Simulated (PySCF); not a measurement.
**Vibration and rotation of PH⁺**

UHF-CCSD(T) constants of PH⁺, ²Π (doublet), unpaired electrons π ↑ (PySCF, no relativity, basis sets P 6-31G(d,p), H 6-31G(d,p); masses 30.9738 and 1.0078 u):

```
ωe           : 2458.4 cm⁻¹
ωexe         : 46.3 cm⁻¹
Be           : 8.5672 cm⁻¹
αe           : 0.248 cm⁻¹
De to P⁺ + H : 3.12 eV
```

(1) What force constant and bond length do these constants imply?

(2) Estimate the centrifugal constant D from the Kratzer relation and find the Dunham coefficient a1.

Correlated steps freeze 5 core orbitals. Correlated levels converge slowly with the basis: in double zeta they bind strong bonds too weakly, by up to about 1 eV, and carry superposition errors of some tenths. For an ion De counts to the pair picked by the measured ionisation energies or electron affinities, which need not be the lowest pair at this level. The state is the lowest determinant that a PBE0 search found; another state may lie lower at other levels.

Results:

(1) Reduced mass μred = 0.97607 u; k = 5.8918×10⁻⁷·μred·ωe² (u, cm⁻¹, mdyn/Å) = 3.48 mdyn/Å; Re = √(16.8576/(μred·Be)) (u, cm⁻¹, Å) = 1.420 Å.

(2) D = 4Be³/ωe² = 0.000416 cm⁻¹; a1 = −1 − αeωe/(6Be²) = -2.38.
